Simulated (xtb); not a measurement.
A geometry relaxed with GFN2-xTB in xtb 6.7.1, charge 0, multiplicity 1:

```xyz
5

C     -0.0034    -0.0735     0.0024
F     -1.0519     0.7617    -0.0976
H      0.0292    -0.7102    -0.8923
F      1.1184     0.6655     0.0500
H     -0.0923    -0.6435     0.9374
```

Problem. Write the SMILES of this molecule.

Solution. `FCF`
